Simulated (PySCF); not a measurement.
**How the functional moves excitation energies**

Species: C5H6.
Bonds: C1–C2 (triple), C2–C3, C3–C4 (double), C3–C5. Hydrogens: H6 on C1; H7, H8 on C4; H9, H10, H11 on C5.

Linear-response calculations in the def2-SVPD basis (PySCF; singlets by full response, triplets Tamm–Dancoff, core orbitals frozen in the response; HF means time-dependent Hartree–Fock). 'Strongest' is the level of largest summed f among the singlets computed (10 roots, of which the last may lack a degenerate partner); it can jump between rows when another state enters that window. S1 is the lowest singlet of each run and needn't be the same state throughout; f(S1) is that of one state. Isolated species at its PBE0-D3(BJ)/def2-SVP geometry, gas phase.

```json
{"functional": "LDA", "kind": "LDA", "S1 (eV)": "5.05", "f(S1)": "0.000", "strongest (eV)": "5.45", "T1 (eV)": "3.61", "HOMO (eV)": "-6.14", "gap (eV)": "4.16", "ionisation energy, ΔSCF (eV)": "9.22"}
{"functional": "B3LYP", "kind": "global hybrid, 20% exact exchange", "S1 (eV)": "5.33", "f(S1)": "0.000", "strongest (eV)": "5.56", "T1 (eV)": "3.45", "HOMO (eV)": "-6.79", "gap (eV)": "5.75", "ionisation energy, ΔSCF (eV)": "9.03"}
{"functional": "PBE0", "kind": "global hybrid, 25% exact exchange", "S1 (eV)": "5.43", "f(S1)": "0.000", "strongest (eV)": "5.66", "T1 (eV)": "3.39", "HOMO (eV)": "-7.00", "gap (eV)": "6.18", "ionisation energy, ΔSCF (eV)": "9.02"}
{"functional": "BHandHLYP", "kind": "global hybrid, 50% exact exchange", "S1 (eV)": "5.59", "f(S1)": "0.000", "strongest (eV)": "7.39", "T1 (eV)": "3.37", "HOMO (eV)": "-7.89", "gap (eV)": "8.12", "ionisation energy, ΔSCF (eV)": "8.90"}
{"functional": "CAM-B3LYP", "kind": "range-separated hybrid", "S1 (eV)": "5.57", "f(S1)": "0.000", "strongest (eV)": "7.36", "T1 (eV)": "3.46", "HOMO (eV)": "-8.25", "gap (eV)": "8.54", "ionisation energy, ΔSCF (eV)": "9.11"}
{"functional": "wB97X-D", "kind": "range-separated hybrid", "S1 (eV)": "5.59", "f(S1)": "0.000", "strongest (eV)": "5.72", "T1 (eV)": "3.55", "HOMO (eV)": "-8.78", "gap (eV)": "9.73", "ionisation energy, ΔSCF (eV)": "9.06"}
{"functional": "LC-wPBE", "kind": "range-separated hybrid", "S1 (eV)": "5.79", "f(S1)": "0.000", "strongest (eV)": "7.55", "T1 (eV)": "3.39", "HOMO (eV)": "-9.60", "gap (eV)": "11.01", "ionisation energy, ΔSCF (eV)": "9.22"}
{"functional": "HF", "kind": "Hartree–Fock", "S1 (eV)": "5.58", "f(S1)": "0.000", "strongest (eV)": "7.44", "T1 (eV)": "2.97", "HOMO (eV)": "-9.21", "gap (eV)": "11.81", "ionisation energy, ΔSCF (eV)": "not settled"}
```

Question: What does PBE (GGA) give?

Answer: S1 (eV) 5.06, f(S1) 0.000, strongest (eV) 5.44, T1 (eV) 3.43, HOMO (eV) -5.96, gap (eV) 4.20, ionisation energy, ΔSCF (eV) 8.97. S1 runs from 5.05 eV (LDA) to 5.79 eV (LC-wPBE), a spread of 0.74 eV, while the orbital gap spreads over 7.6 eV. −ε(HOMO) comes closest to its own ΔSCF ionisation energy with wB97X-D (-0.28 eV) and misses most with LDA (-3.08 eV). 'Not settled' means that the ion's SCF failed to converge or may have ended in another state than the lowest.
